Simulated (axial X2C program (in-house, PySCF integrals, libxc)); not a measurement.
## Low determinants of PC at the PBE0 level, 2c

Calculated with an axial X2C code built on PySCF integrals. Two-component (2c) means X2C with spin–orbit coupling and atomic mean-field two-electron Coulomb and Gaunt terms. Basis: P dyall-v3z [8s7p2d1f], C dyall-v3z [7s6p2d1f] (cores contracted in-house); Gaussian nuclei, density fitting, unrestricted open shells. Masses: P 30.974 u, C 12.000 u.

Search at 1.559 Å (vertical energies from the lowest determinant):

```tsv
ΔE (eV)	state	electrons beyond evenly filled partner blocks	electrons in ±ω = 1/2, 3/2, 5/2, 7/2
0.00	Ω = 1/2	ω = 1/2	17 4 0 0
0.99	Ω = 3/2	ω = 3/2	18 3 0 0
3.61	Ω = 7/2	ω = 1/2, 2 × ω = 3/2	17 4 0 0
3.63	Ω = 3/2	ω = 3/2	16 5 0 0
4.29	Ω = 1/2	2 × ω = -1/2, ω = 3/2	18 3 0 0
4.31	Ω = 5/2	ω = -1/2, 2 × ω = 3/2	17 4 0 0
4.31	Ω = 3/2	3 × ω = 1/2	17 4 0 0
```

Lowest determinant, Ω = 1/2 (⟨Sz⟩ = 0.50, ⟨Lz⟩ = 0.00 at PBE0): Re = 1.555 Å, ωe = 1294.4 cm⁻¹.

The determinant in row 2 of the search, Ω = 3/2 (⟨Sz⟩ = 0.50, ⟨Lz⟩ = 1.00 at PBE0), was followed along the bond at PBE0; measured from the minimum of the lowest determinant it gives:

Te = 0.791 eV (6377 cm⁻¹), Re = 1.652 Å, ωe = 1108.0 cm⁻¹.

Q: Compare the bond of the determinant in row 2 with that of the lowest one.

A: At PBE0 its Re is 0.097 Å longer and its force constant, which goes as ωe², is 0.73 times that of the lowest determinant. T0 ≈ Te + Δωe/2 = 6377 + (-93) = 6284 cm⁻¹.

The search compares states at one distance, so a state with another bond length can lie lower; it is not exhaustive and yields mostly the lowest determinant of each block pattern, so other components and higher states of one pattern are missing. These are energies of single determinants, not of spin-adapted states; PBE0 term energies can be off by some tenths of an eV, and the functional has no current term.
